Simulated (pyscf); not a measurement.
**Hydrogen abstraction: [HSi=SiH₂]• + hydrogen (H₂) → :HSi–SiH₃ [singlet] + H atom (H•)**

Gas phase, doublet surface, charge 0. Bonds broken: H3–H5. Bonds formed: Si2–H5. Optimised with ωB97X-D3(BJ)/def2-SVP in PySCF.

Transition state (Å):

```xyz
7

Si    -1.5877    -0.5334     0.8865
Si     0.5215     0.5340     0.8083
H      2.7276    -1.3910     1.2782
H     -1.2304    -1.2796    -0.3965
H      1.5452    -0.5904     1.0779
H      0.8390     1.1103    -0.5350
H      0.7446     1.5871     1.8436
```

One imaginary mode, 733i cm⁻¹; descent along it reached the two sides named.

```tsv
bond	change	reactant side (Å)	saddle	product side
H3–H5	breaks	0.761	1.442	3.4
Si2–H5	forms	3.2	1.544	1.498
```

Electronic energies relative to the separated reactants (kJ/mol):

```csv
level,barrier,reaction energy,reverse barrier
ωB97X-D3(BJ)/def2-TZVP,132.0,+119.7,12.4
PBE/def2-TZVP,129.1,+137.4,-8.3
r²SCAN/def2-TZVP,125.8,+145.3,-19.5
B3LYP-D3(BJ)/def2-TZVP,131.8,+138.4,-6.6
PBE0-D3(BJ)/def2-TZVP,127.2,+128.9,-1.6
M06-2X/def2-TZVP,150.1,+136.1,14.0
ωB97M-D3(BJ)/def2-TZVP,136.4,+123.7,12.7
HF/def2-TZVP,120.1,+84.6,35.5
```

With ωB97M-D3(BJ)/def2-TZVP energies and thermal terms (ideal gas, 1 atm, RRHO with modes under 100 cm⁻¹ raised to 100, one conformer, R ln 2 for rigid chiral ones), in kJ/mol:

```csv
T (K),ΔH‡,ΔG‡,ΔH,ΔG
298,127.0,157.9,+118.9,+123.7
600,126.2,189.7,+119.1,+128.8
900,127.4,221.2,+121.2,+133.2
1200,129.5,252.2,+124.1,+136.8
```

At PBE, r²SCAN, B3LYP-D3(BJ), PBE0-D3(BJ) this geometry lies under the product side: in single points on another level's saddle the reverse barrier vanishes, and the forward threshold there is about the reaction energy. One saddle was located; it need not be the lowest between these sides. The angle at the transferred H is 166°.
